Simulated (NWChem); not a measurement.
System: hydrogen fluoride (HF); SMILES F

Output (shortened):

```
             Northwest Computational Chemistry Package (NWChem) 7.3.0
             --------------------------------------------------------

                             Geometry "geometry" -> ""
                             -------------------------

 Output coordinates in angstroms (scale by  1.889725989 to convert to a.u.)

  No.       Tag          Charge          X              Y              Z
 ---- ---------------- ---------- -------------- -------------- --------------
    1 F                    9.0000     0.00000000     0.00000000     0.09442000
    2 H                    1.0000     0.00000000     0.00000000    -0.84035500

 Effective nuclear repulsion energy (a.u.)       5.0949107978

                              NWChem Property Module
                              ----------------------

                                 NWChem DFT Module
                                 -----------------

 Summary of "ao basis" -> "ao basis" (spherical)
 ------------------------------------------------------------------------------
       Tag                 Description            Shells   Functions and Types
 ---------------- ------------------------------  ------  ---------------------
 F                        aug-cc-pvdz                9       23   4s3p2d
 H                        aug-cc-pvdz                5        9   3s2p

            General Information
            -------------------
          SCF calculation type: DFT
          Wavefunction type:  closed shell.
          No. of atoms     :     2
          No. of electrons :    10
           Alpha electrons :     5
            Beta electrons :     5
          Charge           :     0
          Spin multiplicity:     1
          Use of symmetry is: off; symmetry adaption is: off
          Maximum number of iterations: 150
          AO basis - number of functions:    32
                     number of shells:    14
          Convergence on energy requested:  1.00D-06
          Convergence on density requested:  1.00D-05
          Convergence on gradient requested:  5.00D-04

              XC Information
              --------------
                         B3LYP Method XC Potential
                     Hartree-Fock (Exact) Exchange  0.200
                        Slater Exchange Functional  0.800 local
                    Becke 1988 Exchange Functional  0.720 non-local
              Lee-Yang-Parr Correlation Functional  0.810
                  VWN I RPA Correlation Functional  0.190 local

             Grid Information
             ----------------
          Grid used for XC integration:  medium
          Radial quadrature: Mura-Knowles
          Angular quadrature: Lebedev.
          Tag              B.-S. Rad. Rad. Pts. Rad. Cut. Ang. Pts.
          ---              ---------- --------- --------- ---------
          F                   0.50       49           8.0       434
          H                   0.35       45           9.0       434
          Grid pruning is: on
          Number of quadrature shells:    94
          Spatial weights used:  Erf1

      Superposition of Atomic Density Guess
      -------------------------------------

 Sum of atomic energies:         -99.88791913

      Non-variational initial energy
      ------------------------------

 Total energy =     -99.854443
 1-e energy   =    -149.337744
 2-e energy   =      44.388391
 HOMO         =      -0.650864
 LUMO         =       0.019139

   convergence    iter        energy       DeltaE   RMS-Dens  Diis-err
 ---------------- ----- ----------------- --------- --------- ---------
 d= 0,ls=0.0,diis     1   -100.4279076299 -1.06D+02  1.97D-02  3.13D-01
 d= 0,ls=0.0,diis     2   -100.4134354619  1.45D-02  8.98D-03  5.89D-01
 d= 0,ls=0.0,diis     3   -100.4601333043 -4.67D-02  9.99D-04  7.10D-03
 d= 0,ls=0.0,diis     4   -100.4606645402 -5.31D-04  1.61D-04  1.66D-04
 d= 0,ls=0.0,diis     5   -100.4606768074 -1.23D-05  8.35D-06  6.92D-08
 d= 0,ls=0.0,diis     6   -100.4606768172 -9.79D-09  7.41D-07  1.76D-09

         Total DFT energy =     -100.460676817194
      One electron energy =     -150.196915891814
           Coulomb energy =       55.447895311935
    Exchange-Corr. energy =      -10.806567035099
 Nuclear repulsion energy =        5.094910797783

 Numeric. integr. density =       10.000002469869

                       DFT Final Molecular Orbital Analysis
                       ------------------------------------

 Vector    3  Occ=2.000000D+00  E=-5.577430D-01
              MO Center= -2.8D-13,  3.1D-13,  1.3D-02, r^2= 6.0D-01
   Bfn.  Coefficient  Atom+Function         Bfn.  Coefficient  Atom+Function
  ----- ------------  ---------------      ----- ------------  ---------------
     7      0.567765  1 F  pz                24     -0.412298  2 H  s
     3      0.280330  1 F  s                 10      0.239498  1 F  pz
     2      0.128769  1 F  s                 29     -0.057947  2 H  pz
     4      0.052956  1 F  s                 13      0.048053  1 F  pz
    25     -0.045052  2 H  s

 Vector    4  Occ=2.000000D+00  E=-4.226149D-01
              MO Center=  1.3D-12, -1.5D-12,  6.6D-02, r^2= 5.1D-01
   Bfn.  Coefficient  Atom+Function         Bfn.  Coefficient  Atom+Function
  ----- ------------  ---------------      ----- ------------  ---------------
     6      0.505748  1 F  py                 5     -0.437903  1 F  px
     9      0.319621  1 F  py                 8     -0.276745  1 F  px
    12      0.060095  1 F  py                11     -0.052033  1 F  px

 Vector    5  Occ=2.000000D+00  E=-4.226149D-01
              MO Center= -1.2D-13,  1.4D-13,  6.6D-02, r^2= 5.1D-01
   Bfn.  Coefficient  Atom+Function         Bfn.  Coefficient  Atom+Function
  ----- ------------  ---------------      ----- ------------  ---------------
     5      0.505748  1 F  px                 6      0.437903  1 F  py
     8      0.319621  1 F  px                 9      0.276745  1 F  py
    11      0.060095  1 F  px                12      0.052033  1 F  py

 Vector    6  Occ=0.000000D+00  E=-2.828731D-02
              MO Center= -3.8D-12,  4.4D-12, -1.1D+00, r^2= 5.8D+00
   Bfn.  Coefficient  Atom+Function         Bfn.  Coefficient  Atom+Function
  ----- ------------  ---------------      ----- ------------  ---------------
    26      0.889132  2 H  s                 25      0.409280  2 H  s
     4     -0.279494  1 F  s                  3     -0.191465  1 F  s
     7      0.177100  1 F  pz                10      0.143124  1 F  pz
    24      0.120078  2 H  s                  2     -0.108620  1 F  s
    32     -0.090882  2 H  pz                13      0.075050  1 F  pz

 Vector    7  Occ=0.000000D+00  E= 9.819333D-02
              MO Center= -1.1D-13,  1.8D-13, -6.9D-01, r^2= 7.9D+00
   Bfn.  Coefficient  Atom+Function         Bfn.  Coefficient  Atom+Function
  ----- ------------  ---------------      ----- ------------  ---------------
     4      2.371209  1 F  s                 26     -1.335676  2 H  s
    25     -1.203092  2 H  s                 13     -0.935651  1 F  pz
    32     -0.909972  2 H  pz                 7      0.283650  1 F  pz
    24      0.182628  2 H  s                 10      0.124550  1 F  pz
     2     -0.080774  1 F  s                 29     -0.055011  2 H  pz

 Vector    8  Occ=0.000000D+00  E= 1.526158D-01
              MO Center= -1.2D-13, -3.0D-14,  1.3D-01, r^2= 4.6D+00
   Bfn.  Coefficient  Atom+Function         Bfn.  Coefficient  Atom+Function
  ----- ------------  ---------------      ----- ------------  ---------------
    11      0.861812  1 F  px                12      0.748285  1 F  py
     8     -0.241360  1 F  px                 9     -0.209565  1 F  py
     5     -0.177791  1 F  px                 6     -0.154371  1 F  py
    30     -0.033640  2 H  px                31     -0.029208  2 H  py

     Multipole analysis of the density
     ---------------------------------

     L   x y z        total         alpha         beta         nuclear
     -   - - -        -----         -----         ----         -------
     0   0 0 0     -0.000000     -5.000000     -5.000000     10.000000

     1   1 0 0     -0.000000     -0.000000     -0.000000      0.000000
     1   0 1 0      0.000000      0.000000      0.000000      0.000000
     1   0 0 1     -0.714874     -0.366342     -0.366342      0.017811

     2   2 0 0     -4.414894     -2.207447     -2.207447      0.000000
     2   1 1 0     -0.000000     -0.000000     -0.000000      0.000000
     2   1 0 1      0.000000      0.000000      0.000000      0.000000
     2   0 2 0     -4.414894     -2.207447     -2.207447      0.000000
     2   0 1 1     -0.000000     -0.000000     -0.000000      0.000000
     2   0 0 2     -2.821345     -2.814873     -2.814873      2.808402

 *** CALLING NEW AORESP DRIVER FOR CLOSED AND OPEN SHELLS ***
 Entering AOResponse driver routine

--------------------------------------------------------------------------------

          -----------------------------------------------
          Solving response equations for perturbing field
          -----------------------------------------------

 number of frequencies:     1
 frequency in a.u.:  0.7730000E-01
 Perturbing field: electric
 Using El. Dipole Length Gauge

 Setting up CPKS with frequency omega =      0.07730000 a.u.

[...]

 DFT Linear Response polarizability / au
 Frequency  =       0.0773000 / au
 Wavelength =     589.4353558 / nm
              X              Y              Z
 -----------------------------------------------
 X       4.5787160      0.0000000     -0.0000000
 Y       0.0000000      4.5787160      0.0000000
 Z      -0.0000000      0.0000000      6.7037513
 -----------------------------------------------
 Eigenvalues =       4.5787160      4.5787160      6.7037513
 Isotropic   =       5.2870611
 Anisotropic =       2.1250353
 -----------------------------------------------

 Magnetic Dipole Response Matrix (nonzero elements):

 Exiting AOResponse driver routine
```

Level: B3LYP/aug-cc-pVDZ. Coordinates come from a B3LYP/6-31G* (spherical d) optimisation.

**Question.** Which NWChem input produces such a log?

**Answer.** One answer among several that fit: the input that was run:
```
start job
memory heap 200 mb stack 900 mb global 1100 mb
geometry units angstroms noautosym nocenter noautoz
  F      0.000000     0.000000     0.094420
  H      0.000000     0.000000    -0.840355
end
basis spherical
  * library aug-cc-pvdz
end
dft
  xc b3lyp
  iterations 150
end
property
  response 1 0.0773
end
task dft property
```
